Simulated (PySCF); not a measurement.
Can point charges reproduce the dipole moment of `OS(=O)(O)=O` (sulfuric acid)?

Coordinates (PBE0-D3(BJ)/def2-SVP, Å) and charges (e) from the PBE0/pcSseg-1 density (PySCF):

| atom | x | y | z | Mulliken | IAO | Hirshfeld | ESP-fitted |
| --- | --- | --- | --- | --- | --- | --- | --- |
| O1 | -0.521 | -0.341 | -1.592 | -0.4967 | -0.8315 | -0.2939 | -0.4606 |
| S2 | -0.266 | -0.342 | -0.177 | +1.3201 | +2.2964 | +0.6027 | +1.1208 |
| O3 | -0.818 | -1.285 | 0.755 | -0.4972 | -0.8320 | -0.2941 | -0.4605 |
| O4 | -0.622 | 1.141 | 0.332 | -0.4360 | -0.7071 | -0.2031 | -0.5511 |
| O5 | 1.325 | -0.387 | 0.050 | -0.4351 | -0.7066 | -0.2028 | -0.5479 |
| H6 | -0.760 | 1.107 | 1.291 | +0.2727 | +0.3905 | +0.1957 | +0.4501 |
| H7 | 1.754 | 0.004 | -0.728 | +0.2722 | +0.3903 | +0.1956 | +0.4491 |

Q: What dipole does each set of charges give (1 e·Å = 4.803 D), and what does the density give?

A: The full density gives (1.83, 2.17, 1.11) D, 3.05 D in size; dipole vectors point from the negative to the positive end.

```
    scheme    μx    μy    μz  size (D)  share of the full size (%)  angle to the full dipole (°)
  Mulliken  1.34  1.59  0.81      2.23                          73                             0
       IAO  1.89  2.25  1.14      3.16                         103                             0
 Hirshfeld  1.37  1.62  0.82      2.27                          74                             0
ESP-fitted  1.83  2.16  1.11      3.04                          99                             0
```

Q: Which set comes closest?

A: Length of the difference vector: ESP-fitted 0.02 D, IAO 0.10 D, Hirshfeld 0.78 D, Mulliken 0.82 D. Closest: ESP-fitted. The schemes that divide the density aren't constrained to reproduce the dipole.

Q: What is left for the Hirshfeld atoms' own dipoles?

A: The Hirshfeld atoms' densities add up to the full density, so μ = Σ q r + Σ (atomic dipoles). The atomic dipoles sum to (1.83, 2.17, 1.11) − (1.37, 1.62, 0.82) = (0.47, 0.55, 0.29) D, 0.78 D in size.

Q: With the origin at the mean of the coordinates, (0.013, -0.015, -0.010) Å, which are the largest single terms, by size, of the Hirshfeld dipole along the direction of the full one?

A: O1 +1.59, O3 +1.59, S2 -1.34, H6 +0.76, H7 +0.75 D; all 7 atoms together +2.27 D. The single terms depend on the origin, their sum doesn't.

Q: Give the size of the full dipole in other units.

A: 3.05 D = 1.202 au = 0.636 e·Å = 10.19 × 10⁻³⁰ C·m.

The structure is a single PBE0-D3(BJ)/def2-SVP conformer in the gas phase; no vibrational or solvent corrections.

Shape of the structure used: `[O:1]=[S:2](=[O:3])([OH:4])[OH:5]`: H–O4–S2–O1 161°, H–O5–S2–O1 26°.
